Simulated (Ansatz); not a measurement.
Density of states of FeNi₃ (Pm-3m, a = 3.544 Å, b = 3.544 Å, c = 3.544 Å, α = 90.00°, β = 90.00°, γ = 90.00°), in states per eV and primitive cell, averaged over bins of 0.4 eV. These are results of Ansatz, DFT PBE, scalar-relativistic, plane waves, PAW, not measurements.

Settings: cutoff 420 eV, Γ-centred mesh 12×12×12 on the computed 4-atom cell, Gaussian smearing of 0.10 eV; collinear spin from starting moments 3.2 0.75 0.75 0.75 μB.

The cell is relaxed at this level. The states (both spins) are summed by tetrahedra on a 18×18×18 mesh at the self-consistent density. Energies are bin centres; the table starts no lower than −8 eV and ends at 6 eV, or lower where the solved bands end.

It is a metal at this level.

| E − E_F (eV) | total | Ni 3d down | Ni 3d up | Fe 3d down | Fe 3d up | Ni 4s up | Ni 4s down |
| --- | --- | --- | --- | --- | --- | --- | --- |
| -7.85 | 0.34 | 0.00 | 0.00 | 0.00 | 0.00 | 0.12 | 0.12 |
| -7.45 | 0.41 | 0.00 | 0.00 | 0.00 | 0.00 | 0.14 | 0.14 |
| -7.05 | 0.49 | 0.01 | 0.01 | 0.00 | 0.01 | 0.17 | 0.17 |
| -6.65 | 0.58 | 0.01 | 0.02 | 0.00 | 0.01 | 0.20 | 0.19 |
| -6.25 | 0.68 | 0.02 | 0.03 | 0.01 | 0.02 | 0.22 | 0.22 |
| -5.85 | 0.86 | 0.04 | 0.07 | 0.01 | 0.05 | 0.28 | 0.24 |
| -5.45 | 1.35 | 0.07 | 0.23 | 0.02 | 0.21 | 0.37 | 0.27 |
| -5.05 | 2.61 | 0.13 | 0.74 | 0.04 | 0.73 | 0.44 | 0.30 |
| -4.65 | 3.34 | 0.32 | 1.09 | 0.09 | 0.96 | 0.25 | 0.36 |
| -4.25 | 5.43 | 0.89 | 2.12 | 0.22 | 1.35 | 0.13 | 0.41 |
| -3.85 | 5.76 | 1.23 | 1.95 | 0.26 | 1.68 | 0.05 | 0.28 |
| -3.45 | 5.75 | 2.13 | 1.62 | 0.40 | 1.11 | 0.07 | 0.18 |
| -3.05 | 7.83 | 2.64 | 3.20 | 0.45 | 1.06 | 0.11 | 0.04 |
| -2.65 | 9.69 | 2.58 | 4.87 | 0.34 | 1.32 | 0.17 | 0.03 |
| -2.25 | 8.78 | 3.47 | 3.46 | 0.45 | 0.80 | 0.11 | 0.10 |
| -1.85 | 8.61 | 3.47 | 3.33 | 0.50 | 0.79 | 0.07 | 0.13 |
| -1.45 | 10.71 | 4.39 | 4.48 | 0.84 | 0.53 | 0.07 | 0.10 |
| -1.05 | 12.17 | 4.34 | 5.85 | 0.55 | 1.02 | 0.06 | 0.06 |
| -0.65 | 6.22 | 3.02 | 2.24 | 0.28 | 0.35 | 0.09 | 0.05 |
| -0.25 | 2.42 | 1.48 | 0.39 | 0.19 | 0.08 | 0.13 | 0.02 |
| 0.15 | 3.91 | 2.02 | 0.30 | 1.15 | 0.06 | 0.16 | 0.03 |
| 0.55 | 6.07 | 2.13 | 0.23 | 3.13 | 0.05 | 0.17 | 0.09 |
| 0.95 | 3.80 | 1.31 | 0.16 | 1.73 | 0.04 | 0.16 | 0.15 |
| 1.35 | 1.80 | 0.45 | 0.14 | 0.50 | 0.04 | 0.16 | 0.20 |
| 1.75 | 1.06 | 0.14 | 0.11 | 0.17 | 0.03 | 0.15 | 0.12 |
| 2.15 | 0.97 | 0.09 | 0.09 | 0.13 | 0.02 | 0.15 | 0.08 |
| 2.55 | 1.24 | 0.14 | 0.08 | 0.22 | 0.02 | 0.13 | 0.12 |
| 2.95 | 1.16 | 0.12 | 0.06 | 0.15 | 0.02 | 0.11 | 0.14 |
| 3.35 | 1.00 | 0.09 | 0.05 | 0.10 | 0.01 | 0.10 | 0.12 |
| 3.75 | 0.91 | 0.07 | 0.04 | 0.07 | 0.01 | 0.08 | 0.10 |
| 4.15 | 0.81 | 0.06 | 0.03 | 0.05 | 0.01 | 0.06 | 0.08 |
| 4.55 | 0.72 | 0.04 | 0.02 | 0.04 | 0.01 | 0.05 | 0.07 |
| 4.95 | 0.62 | 0.03 | 0.02 | 0.03 | 0.00 | 0.03 | 0.05 |
| 5.35 | 0.57 | 0.02 | 0.02 | 0.02 | 0.01 | 0.07 | 0.04 |
| 5.75 | 0.74 | 0.02 | 0.04 | 0.01 | 0.01 | 0.23 | 0.03 |

The columns after the total are the main Löwdin projections on the occupied valence shells of the potentials; 2 others are left out. The rest of the total lies in those, in shells that are empty in the free atom, which aren't projected, and between the atoms.

Only parallel moments were tried here.

Only this magnetic start was tried.

Cost: 1 run of about 0.77 core-minutes, on Intel Xeon Platinum 8559C (Emerald Rapids) (shared hosts).